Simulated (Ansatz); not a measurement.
For 2H MoS2, PBE (PAW; Ansatz, a quantum-chemistry and plane-wave program) gives:

| Quantity | Result |
|---|---|
| lattice constant a | 3.185 Å |
| c axis length | 14.797 Å |

### Question
What does r²SCAN-D4 (PAW; Ansatz) give for the same quantities?

### Answer

- lattice constant a: 3.174 Å (shrinks by 0.3 %)
- lattice parameter c: 12.489 Å (decreases by 16 %)

For comparison: lattice constant a 3.16 Å (measured, 300 K, no zero-point or thermal correction; as tabulated in arXiv:1605.07067); lattice parameter c 12.294 Å (measured, 300 K, not corrected to a static lattice; as tabulated in arXiv:1605.07067).

Changes are worked out from the printed values.

Unless a cell is named, each level is at its own relaxed cell (PBE 21.67, r²SCAN-D4 18.16 Å³/atom).

Caveats: the cell comes from a level without a dispersion term, which matters for the spacing of layers, chains or molecules (PBE). Ansatz's density-functional and Hartree–Fock values are scalar-relativistic unless marked +SOC, with PAW data made under PBE.
